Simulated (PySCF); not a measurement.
Species: C3H6N (charge +1).
SMILES: `CC#[N+]C`

Theory: PySCF 2.14.0, density-fitted response routines, TDDFT CAM-B3LYP/def2-SVPD, vertical, gas phase, core orbitals frozen in the response. Geometry: GFN2-xTB; no solvent, vibrations or thermal averaging.

List the vertical singlet excitations with oscillator strengths and describe the spectrum.

| state | E (eV) | λ (nm) | ν̃ (cm⁻¹) | f | \|μ\| (D) | main configurations (H = HOMO, L = LUMO) |
| --- | --- | --- | --- | --- | --- | --- |
| S1 | 7.40 | 167.5 | 59700 | 0.0000 | 0.00 | H-1/H→L/L+1 (≥80%) |
| S2 | 7.67 | 161.6 | 61870 | 0.0001 | 0.05 | H-1/H→L/L+1 (≥95%) |
| S3 | 7.67 | 161.6 | 61870 | 0.0001 | 0.05 | H-1/H→L/L+1 (≥95%) |
| S4 | 10.09 | 122.8 | 81410 | 0.013 | 0.58 | H-1/H→L+2 (≥95%) |
| S5 | 10.09 | 122.8 | 81410 | 0.023 | 0.77 | H-1/H→L+2 (≥94%) |
| S6 | 10.10 | 122.7 | 81490 | 1.610 | 6.48 | H-1/H→L/L+1 (≥76%) |
| S7 | 10.61 | 116.9 | 85560 | 0.0000 | 0.01 | H-3/H-2→L/L+1 (≥87%) |

Triplets, Tamm–Dancoff:

| state | E (eV) | λ (nm) | main configurations (H = HOMO, L = LUMO) |
| --- | --- | --- | --- |
| T1 | 6.27 | 197.8 | H-1/H→L/L+1 (≥74%) |
| T2 | 6.78 | 182.9 | H-1/H→L/L+1 (≥88%) |
| T3 | 6.78 | 182.9 | H-1/H→L/L+1 (≥88%) |

The lowest singlet lies at 7.40 eV (168 nm, vacuum ultraviolet) and is dark (f under 0.0005); its leading configuration is HOMO-1/HOMO→LUMO/LUMO+1 (≥80%). The most intense listed level is S6 at 10.10 eV (123 nm, f = 1.610), 2.70 eV above S1. S2/S3 and S4/S5/S6 lie within about 0.01 eV of each other in each set; the point group C3v has degenerate representations, and within a degenerate level the listed configurations can mix freely. Löwdin shares by element: HOMO (one of a set within 0.03 eV) carbon 36% or more, nitrogen 28%, hydrogen 10% or more (atoms not listed hold the other 26%); LUMO (one of a set within 0.03 eV) carbon 49% or more, nitrogen 31%, hydrogen 6% or more. Weighted by f, the mean energy of these states is 10.10 eV. Of the 7 states listed, 3 reach f = 0.01 and 4 stay under 0.0005. Orbital energies (eV): HOMO-3 -19.52, HOMO-2 -19.52, HOMO-1 -16.95, HOMO -16.95, LUMO -4.86, LUMO+1 -4.85, LUMO+2 -3.51. Orbitals of the list HOMO-3 to LUMO+2 that lie within 0.01 eV of each other are written together with a slash and their weights summed (≥ marks a lower bound); for degenerate orbitals outside that list single weights are arbitrary. Singlets were solved by full linear response, triplets in the Tamm–Dancoff approximation. The highest level found (10.81 eV, f 0.023 so far) is left out, since the window may have cut off a degenerate partner.
